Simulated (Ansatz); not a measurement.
# BNH6 (B(NH3)H3): methods side by side

The species is BNH6 (8 atoms), meant as a singlet with charge 0. SMILES: `[H]B([H])([H])<-N`. The shape is that of a GFN2-xTB optimisation.

```xyz
8

B    -0.0022    0.0030   -0.8307
N     0.0021   -0.0030    0.8280
H    -0.9561    0.0344    1.1535
H     0.5158    0.8072    1.1527
H     0.4496   -0.8541    1.1461
H     1.1434   -0.0321   -1.1528
H    -0.5450    1.0152   -1.1449
H    -0.6076   -0.9705   -1.1519
```

Each level gives the energy change with the B1–H7 bond stretched from 1.191 to 1.488 Å (eV). The values are calculated.

| level | kind | program | value (eV) | less FCI/STO-3G | CPU time (all runs) |
| --- | --- | --- | --- | --- | --- |
| PBE/STO-3G (restricted) | GGA | Ansatz | 0.89 | 0.00 | 2.3 s |
| revPBE/STO-3G (restricted) | GGA | Ansatz | 0.87 | -0.02 | 2.3 s |
| BHLYP/STO-3G (restricted) | global hybrid | Ansatz | 1.08 | +0.19 | 2.2 s |
| wB97M-V/STO-3G (restricted) | range-separated hybrid | Ansatz | 1.00 | +0.11 | 36 s |
| MP2/STO-3G (restricted) | perturbation theory | Ansatz | 1.01 | +0.12 | 0.16 s |
| BCCD(T)/STO-3G (restricted) | coupled cluster or CI | Ansatz | 0.89 | 0.00 | 0.31 s |
| CCSD(T)/STO-3G (restricted) | coupled cluster or CI | Ansatz | 0.89 | 0.00 | 0.26 s |
| CCSD/STO-3G (restricted) | coupled cluster or CI | Ansatz | 0.89 | 0.00 | 0.24 s |
| FCI/STO-3G | exact in the basis | Ansatz | 0.89 | 0.00 | 1.9 min |

FCI/STO-3G is exact within its basis and frozen core, so for wave-function methods in that basis the difference is their error; functionals converge differently with the basis, so for them it is only a difference. The first shape isn't each level's own minimum. The values span 0.87 to 1.08 eV. All rows use very small basis sets, so none should be taken for the real molecule's value. Times are those of the runs behind each value, whatever else they computed, on shared processors of several kinds: orders of magnitude only.
